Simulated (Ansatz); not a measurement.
Computed with Ansatz on PBE0-D4/def2-TZVP structures; ΔE is electronic, products minus reactants. CCSD(T)/CBS is extrapolated from def2-TZVPP and def2-QZVPP, frozen cores. DFT in def2-TZVPP.

Reaction (cleavage of the P–P bond): `PP` + H₂S → `PS` + PH₃

Question: Is it downhill or uphill in electronic energy at CCSD(T)/CBS, and by how much? (Estimate.)

Answer: The calculation gave: Downhill: ΔE = -0.03 eV.

Question: What do these levels give: PBE-D4, PBE0, CCSD(T)/def2-SVP, HF/cc-pV(T+d)Z, HF/cc-pV(Q+d)Z, CCSD(T)/cc-pV(Q+d)Z? (Estimate.)

Answer: Computed: PBE-D4 -0.02, PBE0 -0.03, CCSD(T)/def2-SVP 0.02, HF/cc-pV(T+d)Z -0.10, HF/cc-pV(Q+d)Z -0.11, CCSD(T)/cc-pV(Q+d)Z -0.03 eV.

Largest T1 diagnostic among the species: 0.014.

Leaving LDA and LC-ωPBE aside and taking each functional with its dispersion term where it has one, the values, not all of them listed here, spread over 0.05 eV, from BHLYP-D4 to revPBE-D4. In def2-TZVPP, CCSD(T) changes the Hartree–Fock value by +0.08 eV (the triples alone add +0.01 eV) and MP2 by +0.07 eV. At CCSD(T), def2-SVP lies +0.06 eV from the extrapolated value and def2-TZVPP +0.01 eV.
